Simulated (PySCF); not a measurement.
First SCF of a structure search on singlet CN₂, at a hand-made bent geometry. PySCF input:

```python
from pyscf import gto, scf, dft
mol = gto.M(atom='''
C      0.000000     0.000000     0.000000
N      1.040300     0.000000     0.728400
N     -1.040300     0.000000     0.728400''',
    basis={'C': 'def2-TZVP', 'N': 'def2-TZVP'},
    charge=0, spin=0)
mf = dft.RKS(mol, xc='PBE')
mf.grids.atom_grid = (50, 194)
aux = {'C': 'def2-universal-JKFIT', 'N': 'def2-universal-JKFIT'}
mf = mf.density_fit(auxbasis=aux)
mf.conv_tol = 1e-08
mf.diis_space = 10
mf.max_cycle = 60
mf.init_guess = 'minao'
mf.verbose = 4
mf.kernel()
```

Excerpt of the output (cycles and frontier levels):

```
init E= -147.583389284035
  HOMO = -0.231735281443029  LUMO = -0.19184666013134  gap/eV = 1.08542
cycle= 1 E= -147.276068518674  delta_E= 0.307  |g|= 0.218  |ddm|= 1.65
  HOMO = -0.22304736188318  LUMO = -0.205504684187133  gap/eV = 0.47736
cycle= 2 E= -147.221305544973  delta_E= 0.0548  |g|= 0.53  |ddm|= 0.485
  HOMO = -0.23918715666122  LUMO = -0.222577220184564  gap/eV = 0.45198
cycle= 3 E= -147.288323551935  delta_E= -0.067  |g|= 0.0605  |ddm|= 0.291
  HOMO = -0.231577675641372  LUMO = -0.213803540990693  gap/eV = 0.48366
cycle= 4 E= -147.289010856188  delta_E= -0.000687  |g|= 0.0109  |ddm|= 0.0496
  HOMO = -0.233878078925828  LUMO = -0.215947291188057  gap/eV = 0.48792
cycle= 5 E= -147.289038366478  delta_E= -2.75e-05  |g|= 0.00347  |ddm|= 0.0106
  HOMO = -0.233642693521744  LUMO = -0.21564022199115  gap/eV = 0.48987
cycle= 6 E= -147.289041278813  delta_E= -2.91e-06  |g|= 0.000585  |ddm|= 0.00256
  HOMO = -0.233587065732284  LUMO = -0.215586022492848  gap/eV = 0.48983
cycle= 7 E= -147.289041369317  delta_E= -9.05e-08  |g|= 0.000133  |ddm|= 0.000541
  HOMO = -0.233597227518959  LUMO = -0.215598803160676  gap/eV = 0.48976
cycle= 8 E= -147.289041373905  delta_E= -4.59e-09  |g|= 1.73e-05  |ddm|= 0.000106
  HOMO = -0.233594123975837  LUMO = -0.215595584149536  gap/eV = 0.48977
Extra cycle  E= -147.289041373836  delta_E= 6.89e-11  |g|= 2.42e-05  |ddm|= 2.69e-05
converged SCF energy = -147.289041373836
```

No lower solution of this spin was found from smeared starts or by a stability analysis within the restricted form, which does not test spin polarisation.

The search for the lowest solution, 3 starts and the stability check together, took 7.5 s on 2 threads of a shared Arm Neoverse N1 host, with 93 basis functions; the process peaked at 0.34 GiB.
